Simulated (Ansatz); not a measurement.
Reaction (SMILES): F[C](F)F → C atom + 3 F atom
B3LYP-D3(BJ)/def2-TZVP geometries, fixed; electronic energies without zero-point terms.
Largest species:
```
C
F 1 1.3212
F 1 1.3212 2 111.37
F 1 1.3212 2 111.37 3 -124.97
```
Charge 0, spin multiplicity 2.

Effect of the final integration grid (spheres per factor e of radius in core and valence, angular degree) at PBE/def2-TZVPP with Ansatz (a quantum-chemistry and plane-wave program), against the last row, where the atomisation energy is 372.38 kcal/mol. Open shells are unrestricted. The default's grid is 13, 11, 36.

```
setting                     largest shift of a total energy (mEh)  shift of the atomisation energy (kcal/mol)
--------------------------  -------------------------------------  ------------------------------------------
accuracy: medium (default)                                  0.000                                       0.000
final_grid: 4, 3, 11                                       -2.650                                       1.192
final_grid: 6, 5, 17                                       -0.009                                       0.005
final_grid: 8, 7, 23                                       -0.002                                      -0.001
final_grid: 10, 9, 29                                       0.002                                      -0.001
final_grid: 18, 15, 47                                      0.000                                       0.000
final_grid: 26, 22, 59                                      0.000                                       0.000
```

Within 0.3 kcal/mol in the atomisation energy: accuracy: medium (default); final_grid: 6, 5, 17; final_grid: 8, 7, 23; final_grid: 10, 9, 29; final_grid: 18, 15, 47. The largest shift is 2.650 mEh in a total energy and 1.192 kcal/mol in the difference.
